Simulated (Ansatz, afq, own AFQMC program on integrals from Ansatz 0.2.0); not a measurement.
## GeH5O, doublet in cc-pVDZ, levels against CCSDT(Q)

```yaml
atoms:
  - { symbol: O, position_ang: [-2.2785, -0.0100, 0.0000] }
  - { symbol: H, position_ang: [-2.5278, 0.9166, 0.0000] }
  - { symbol: H, position_ang: [-1.1045, -0.0100, 0.0000] }
  - { symbol: Ge, position_ang: [0.5115, -0.0100, 0.0000] }
  - { symbol: H, position_ang: [0.9801, -1.4759, 0.0000] }
  - { symbol: H, position_ang: [0.9801, 0.7230, -1.2695] }
  - { symbol: H, position_ang: [0.9801, 0.7230, 1.2695] }
```

Basis cc-pVDZ. Only valence electrons are correlated. Ansatz 0.2.0 and our own AFQMC program on the same integrals; the CISD trial comes from CCSD amplitudes, and released means the phaseless constraint is let go. Error bars are statistical, one sigma. No spin–orbit coupling.

Determinant: UHF, the one that the program's search chose, which needn't be the lowest solution. The geometry is a point of a scan.

No full CI on the walks' own integrals is used here; CCSDT(Q) serves as the reference and is uncertain by about the last step of the cluster series.

Cautions: no relativity below Rb; no spin-orbit coupling; inner d shell frozen.

The T1 diagnostic is 0.0176 and the weight of the determinant in the CISD state is 0.870. The ⟨S²⟩ of the determinant is 0.780. The size of the correlated space is 15 electrons in 51 orbitals.

Reference: CCSDT(Q), correlation energy -9.451 eV. The released energy is read at 1.50 1/Eh (meV from the phaseless value at times in 1/Eh: -2 ± 5 at 0.24, -5 ± 3 at 0.51, -10 ± 6 at 0.99, -2 ± 5 at 1.50).

| level | E − E(reference) (kcal/mol) | share of correlation (%) |
| --- | --- | --- |
| HF | 217.94 | 0.00 |
| MP2 | 29.31 | 86.55 |
| CCSD | 5.35 | 97.54 |
| CCSD(T) | 1.03 | 99.53 |
| CCSDT | 0.44 | 99.80 |
| ph-AFQMC/CISD | 0.10 ± 0.11 | 99.95 |
| released AFQMC | 0.06 ± 0.11 | 99.97 |

A walk keeps the symmetry of its determinant, which the program's search chose and which needn't be the lowest solution, so a lower state of the same spin and another symmetry isn't excluded. Released energies are given only where the last usable release times agree within the noise; a slower fall can still hide under it.
